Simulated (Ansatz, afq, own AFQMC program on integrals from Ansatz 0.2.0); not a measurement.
**AlNH$_{2}$, triplet: AFQMC among the cluster methods**

```tsv
atom	x (Å)	y (Å)	z (Å)
Al	0.0000	-0.0849	0.6205
N	0.0000	0.0356	-1.1435
H	0.0000	1.3500	1.3538
H	0.0000	0.4271	-2.0731
```

Connectivity, by distances: AlH–NH.

Basis cc-pVDZ. Only valence electrons are correlated. AFQMC by an in-house program on the Cholesky factors that Ansatz 0.2.0 writes for its CCSD(T) run. ph-AFQMC/CISD is guided by a CISD state made of CCSD amplitudes; releasing the constraint for a short imaginary time cuts its bias at the price of noise, slowly where states lie close. Free AFQMC starts from the CCSD state and is never constrained. Its projection time is finite, and what remains of the start isn't in its error. ± is one standard error of the sampling.

Determinant: ROHF, the one that the program's search chose, which needn't be the lowest solution. The geometry is a point of a scan.

No full CI on the walks' own integrals is used here; CCSDT(Q) serves as the reference and is uncertain by about the last step of the cluster series.

Cautions: lower spins were not checked.

```
T1 diagnostic                               : 0.0263
weight of the determinant in the CISD state : 0.898
size of the correlated space                : 10 electrons in 36 orbitals
```

| level | correlation energy (eV) |
| --- | --- |
| MP2 | -5.0492 |
| CCSD | -5.7947 |
| CCSD(T) | -5.9331 |

Q: Estimate where AFQMC with the constraint released lies against CCSD(T) on the same integrals.

A: 3.2 ± 1.0 kJ/mol below CCSD(T).

Reference: CCSDT(Q), correlation energy -5.974 eV. The released energy is read at 2.40 1/Eh (meV from the phaseless value at times in 1/Eh: 6 ± 12 at 0.24, 7 ± 10 at 0.51, -1 ± 8 at 0.99, -7 ± 12 at 1.62, 3 ± 10 at 2.40).

```
         level  E − E(reference) (kJ/mol)  share of correlation (%)
       CCSD(T)                        4.0                     99.31
         CCSDT                        1.1                     99.80
   ph-AFQMC/HF                  9.2 ± 5.5                     98.41
 ph-AFQMC/CISD                  0.4 ± 1.3                     99.93
released AFQMC                  0.7 ± 1.0                     99.87
    free AFQMC                  1.8 ± 1.0                     99.68
```

Free projections are given only where their last times agree within the noise and don't stop above the reference; a slow remainder of the start can still hide under it. A walk keeps the symmetry of its determinant, which the program's search chose and which needn't be the lowest solution, so a lower state of the same spin and another symmetry isn't excluded. Released energies are given only where the last usable release times agree within the noise; a slower fall can still hide under it.
